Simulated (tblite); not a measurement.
C5H10N (doublet state).
Numbering: `[CH3:1][N:2]1[CH:3][CH2:4][CH2:5][CH2:6]1` (hydrogens: H7, H8, H9 on C1; H10 on C3; H11, H12 on C4; H13, H14 on C5; H15, H16 on C6)

Computed geometry: GFN2-xTB, gas phase. This method treats the open shell by occupation alone, without spin polarisation.

Entries marked ? are missing. Bonds in one row agree within 0.01 Å.

```csv
coordinate,value
C1–N2,1.436 Å
N2–C3,?
C3–C4,?
C4–C5,?
C5–C6,1.528 Å
N2–C6,?
C1–H7,1.101 Å
"C1–H8, C1–H9",1.090 Å
C3–H10,1.074 Å
C4–H11,1.092 Å
C4–H12,1.102 Å
"C5–H13, C5–H14",1.089 Å
C6–H15,1.094 Å
C6–H16,1.103 Å
C1–N2–C3,?
C1–N2–C6,117.6°
C3–N2–C6,109.6°
N2–C3–C4,110.4°
C3–C4–C5,?
C4–C5–C6,?
N2–C6–C5,103.7°
```

Q: Estimate the withheld lengths and angles.

A: 
- N2–C3 = 1.390 Å, drawn single (ends: nitrogen bonded to 3 C; carbon bonded to C, N and H); 0.05 Å below the sum of covalent radii, 1.44 Å.
- C3–C4 = 1.490 Å, drawn single (ends: carbon bonded to C, N and H; carbon bonded to 2 C and 2 H); equal to the sum of covalent radii, 1.49 Å.
- C4–C5 = 1.533 Å, drawn single (both ends carbon bonded to 2 C and 2 H); 0.01 Å above the sum of covalent radii, 1.52 Å.
- N2–C6 = 1.449 Å, drawn single (ends: nitrogen bonded to 3 C; carbon bonded to C, N and 2 H); 0.02 Å below the sum of covalent radii, 1.47 Å.
- C1–N2–C3 = 121.5°, at the nitrogen bonded to 3 C; the outer atoms are 2.465 Å apart.
- C3–C4–C5 = 102.1°, at the carbon bonded to 2 C and 2 H, inside a 5-membered ring; the outer atoms are 2.352 Å apart.
- C4–C5–C6 = 103.0°, at the carbon bonded to 2 C and 2 H, inside a 5-membered ring; the outer atoms are 2.396 Å apart.

Radii are Cordero's, carbon taken as 0.76, 0.73 or 0.69 Å for four, three, and two or fewer neighbours.

Its GFN2-xTB frequencies are all real (lowest 126 cm⁻¹). Torsions: C1–N2–C3–C4 146°, N2–C3–C4–C5 17°, C3–C4–C5–C6 -30°, C4–C5–C6–N2 33°.

One conformer stands for the species.
